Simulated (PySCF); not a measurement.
# Working out the ionisation energy of Ne

Ne [Ne] (1S) → Ne⁺ [He] 2s2 2p5 (2P). Computed with PySCF 2.14 in dyall-av3z (15s9p3d2f, 71 functions), with no relativity, point nucleus. Frozen: 1s2; the 14 highest virtual orbitals dropped. Energies in hartree (1 hartree = 27.21139 eV):

| part | Ne (lower) | Ne⁺ (upper) |
| --- | --- | --- |
| UHF | -128.546783 | -127.824226 |
| MP2 opposite-spin | -0.208763 | -0.158989 |
| MP2 same-spin | -0.072479 | -0.049487 |

**Question.** What does Hartree-Fock give?

**Answer.** (-127.824226) − (-128.546783) = 0.722557 hartree = 19.662 eV.

**Question.** What do MP2 and SCS-MP2 (6/5 opposite-spin, 1/3 same-spin) give?

**Answer.** The opposite-spin parts differ by 1.354 eV and the same-spin parts by 0.626 eV. MP2: 19.662 + (1.354) + (0.626) = 21.642 eV. SCS-MP2: 19.662 + 1.2 × (1.354) + (0.626)/3 = 21.495 eV.

Measured between the centres of the two terms (NIST): 21.597 eV, so MP2 (valence) is off by 0.045 eV.

What remains against the reference includes basis incompleteness, the frozen core and correlation beyond second order.
